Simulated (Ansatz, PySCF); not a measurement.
This Ansatz (a quantum-chemistry and plane-wave program) input computes a r2SCAN/def2-TZVPD energy:

Ansatz 0.2 input:
```yaml
crystal:
  periodic: [false, false, false]
  atoms:
    - {symbol: C, position_ang: [0.01271391, 0.96429296, 0.09450453]}
    - {symbol: C, position_ang: [0.74968012, -0.36903942, 0.02506042]}
    - {symbol: C, position_ang: [-0.75912986, -0.34917026, 0.02530572]}
    - {symbol: H, position_ang: [0.01871361, 1.43221813, -0.90372881]}
    - {symbol: H, position_ang: [1.21151338, -0.75423325, -0.89420606]}
    - {symbol: H, position_ang: [1.27979107, -0.73318520, 0.91105030]}
    - {symbol: H, position_ang: [-1.29835796, -0.69923418, 0.91146945]}
    - {symbol: H, position_ang: [-1.23124509, -0.72206515, -0.89380892]}
basis:
  gaussian:
    orbitals: def2-TZVPD
hamiltonian:
  xc: {name: r2SCAN}
total_charge: -1
output: {forces: true}
```

Question: Write an input for the same energy in PySCF and say what it gives.

Answer: 
```python
from pyscf import gto, scf, dft

mol = gto.M(
    atom='''
    C     0.01271391    0.96429296    0.09450453
    C     0.74968012   -0.36903942    0.02506042
    C    -0.75912986   -0.34917026    0.02530572
    H     0.01871361    1.43221813   -0.90372881
    H     1.21151338   -0.75423325   -0.89420606
    H     1.27979107   -0.73318520    0.91105030
    H    -1.29835796   -0.69923418    0.91146945
    H    -1.23124509   -0.72206515   -0.89380892
    ''',
    basis='def2-tzvpd',
    charge=-1,
    spin=0,
    verbose=4,
)

mf = dft.RKS(mol, xc='r2scan').density_fit(auxbasis='def2-universal-jkfit')
mf.grids.level = 4
mf.conv_tol = 1e-9
mf.max_cycle = 100
mf.max_memory = 1500
mf.kernel()
if not mf.converged:
    mf = mf.newton()
    mf.kernel(mf.make_rdm1())
mf.analyze()
```
It gives -117.18649 Eh, and Ansatz -117.18644 Eh, a difference of 0.05 mEh, from the treatment of integrals and grids.

It need not be the lowest isomer of its formula. Whether it binds its extra electron was not tested at this geometry.
